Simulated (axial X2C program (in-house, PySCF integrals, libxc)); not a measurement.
**Al₂⁻: properties at the nuclei**

Calculated with an axial X2C code built on PySCF integrals: two-component X2C with atomic mean-field Coulomb and Gaunt terms, Gaussian nuclei, basis Al dyall-av3z with contracted cores.

R = 2.567 Å (near the PBE0 minimum at charge -1 of the determinant lowest at the starting distance; the state shown can have its own minimum elsewhere).

Input and command:
```json
{"zs": [13, 13], "q": -1, "bas": ["dyall-av3z", "dyall-av3z"], "r0": 2.52, "levels": ["PBE0", "HF", "r2SCAN", "BHandHLYP", "B3LYP"], "nst": 3}
```
```bash
python soeom.py task.json out
```

Keys: zs atomic numbers; q charge; bas basis sets; r0 starting distance in Å; levels methods; nst determinants followed.

Determinant lowest in the PBE0 search, Ω = 3/2 (⟨Sz⟩ = 1.50, ⟨Lz⟩ = 0.00 at PBE0), spin on the atoms Al 0.75, Al 0.75:

| level | A∥/gI Al (MHz) | qzz Al (a.u.) |
| --- | --- | --- |
| PBE0 | -49.4 | -0.43 |
| HF | -89.6 | -0.48 |
| r2SCAN | -37 | -0.44 |
| BHandHLYP | -39.9 | -0.46 |
| B3LYP | -27.1 | -0.44 |

Determinant 0.56 eV from it at PBE0 and this distance, Ω = 1/2 (⟨Sz⟩ = 0.50, ⟨Lz⟩ = 0.00 at PBE0), spin on the atoms Al 0.25, Al 0.25:

| level | A∥/gI Al (MHz) | qzz Al (a.u.) |
| --- | --- | --- |
| PBE0 | -34.1 | -0.46 |
| HF | -132 | -0.54 |
| r2SCAN | 4.92 | -0.46 |
| BHandHLYP | -41 | -0.50 |
| B3LYP | -6.27 | -0.47 |

A∥ (defined per Ω) follows by multiplying with gI = μI/(I μN); qzz is the electric field gradient, eQq0 = 234.96 MHz × Q/barn × qzz. The operators were transformed with the bare-nucleus X2C matrices; with these basis sets, hyperfine constants and field gradients can be off by tens of per cent, and where levels differ in sign neither size nor sign is settled.

(1) With Q(27Al) = 0.1466 barn (Q from Pyykkö, Mol. Phys. 2018), turn the PBE0 values of the first state into constants in MHz.

Each state is one determinant with collinear spin, which with several unpaired electrons need not be a pure state. Unrestricted Hartree–Fock can overshoot spin polarisation at the nuclei. For an anion, determinants above electron detachment, or with a positive highest level, are held by the basis set. This is the top spin component of a Σ state; components of lower Ω are not single determinants and can lie lower. With several open shells hyperfine constants can be off by a factor of several. States lie within half an eV, so the first need not be the ground state. Further determinants of the search, some of them spin-mixed, are not shown. Where a field gradient or hyperfine factor spreads by more than a factor of two over the levels, a constant derived from it is not to be relied on. PBE0 term energies can be off by some tenths of an eV.

Answers

(1) eQq0(27Al) = 234.96 × (0.1466) × (-0.43) = -14.8 MHz.
